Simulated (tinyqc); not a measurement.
Pariser-Parr-Pople SCF with singles CI, for the molecule c1ccsc1 (SMILES; centres numbered as the heavy atoms are written), step by step. One step of it, computed by the program tinyqc.

Task: Iteration 1: Fock matrix. F_rr = H_rr + P_rr gamma_rr / 2 + sum_(s != r) P_ss gamma_rs; F_rs = H_rs - P_rs gamma_rs / 2; E = tr P (H + F) / 2 + core repulsion sum_(r<s) z_r z_s gamma_rs.

P at the start:
```
           1C         2C         3C         4S         5C
1C   1.190232   0.637446  -0.233692  -0.257471   0.660735
2C   0.637446   1.190232   0.660735  -0.257471  -0.233692
3C  -0.233692   0.660735   1.194462   0.638058  -0.252751
4S  -0.257471  -0.257471   0.638058   1.230611   0.638058
5C   0.660735  -0.233692  -0.252751   0.638058   1.194462
```

core matrix H (eV):
```
            1C          2C          3C          4S          5C
1C  -33.080207   -2.390000    0.000000    0.000000   -2.390000
2C   -2.390000  -33.079379   -2.390000    0.000000    0.000000
3C    0.000000   -2.390000  -34.668730   -2.130000    0.000000
4S    0.000000    0.000000   -2.130000  -43.952837   -2.130000
5C   -2.390000    0.000000    0.000000   -2.130000  -34.667691
```

repulsion gamma_rs (eV):
```
           1C         2C         3C         4S         5C
1C  10.440000   5.180400   3.951426   4.188991   5.180400
2C   5.180400  10.440000   5.181710   4.188525   3.950220
3C   3.951426   5.181710  10.440000   5.597291   3.951011
4S   4.188991   4.188525   5.597291  14.120000   5.598030
5C   5.180400   3.950220   3.951011   5.598030  10.440000
```

Centres (angstrom, eV; a flat drawing with bonds scaled to 1.40 angstrom):
```
centre          x          y  core charge z          W   gamma_rr
1C       1.191000   0.000000              1  10.390000  10.440000
2C       0.368000   1.133000              1  10.390000  10.440000
3C      -0.963000   0.700000              1  10.390000  10.440000
4S      -0.963000  -0.700000              2  24.380000  14.120000
5C       0.368000  -1.133000              1  10.390000  10.440000
```

Give: F; pi energy.

Result:

F (eV):
```
        1C      2C      3C       4S      5C
1C  -4.639  -4.041   0.462    0.539  -4.101
2C  -4.041  -4.638  -4.102    0.539   0.462
3C   0.462  -4.102  -5.956   -3.916   0.499
4S   0.539   0.539  -3.916  -11.921  -3.916
5C  -4.101   0.462   0.499   -3.916  -5.957
```

pi energy = -82.269 eV
